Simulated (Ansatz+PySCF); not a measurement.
A calculation with Ansatz (development build ahead of 0.2.0).

```yaml
crystal:
  periodic: [false, false, false]
  atoms:
    - { symbol: C, position_ang: [0.0, -0.00097, -1.09674] }
    - { symbol: C, position_ang: [0.0, 0.18546, 0.19265] }
    - { symbol: C, position_ang: [0.0, 0.02863, 1.51856] }
    - { symbol: "N", position_ang: [0.0, -0.04474, 2.71198] }
    - { symbol: H, position_ang: [0.0, -1.00179, -1.53069] }
    - { symbol: H, position_ang: [0.0, 0.83339, -1.79575] }
basis:
  gaussian: { orbitals: cc-pVTZ }
magnetization:
  initial_magnetization: 1
hamiltonian:
  xc: hf
correlation:
  method: mp2
  frozen_orbitals: { C: 1, H: 0, "N": 1 }
output:
  forces: true
```

The input is written out in the form of the current development build from the run's settings. Correlation on restricted open-shell orbitals is semicanonical, with singles.

Results

- Converged: yes
- Reference energy: -169.15934 hartree
- Correlation energy: -0.64399 hartree
- Total energy: -169.80333 hartree
- Spin squared of the determinant: 0.750
- Stability test: minimum among restricted orbitals
- Occupied orbitals by symmetry in an Abelian subgroup (alpha; beta): 12 A' 2 A''; 11 A' 2 A''

Forces (eV/Å):
```tsv
atom	Fx	Fy	Fz
C1	0.000	0.005	-0.410
C2	0.000	-0.044	0.343
C3	0.000	0.006	-0.173
N4	0.000	0.020	0.014
H5	0.000	0.096	0.105
H6	0.000	-0.083	0.121
```

Caution: an unrestricted determinant lies well below; forces differ strongly between restricted and unrestricted references.
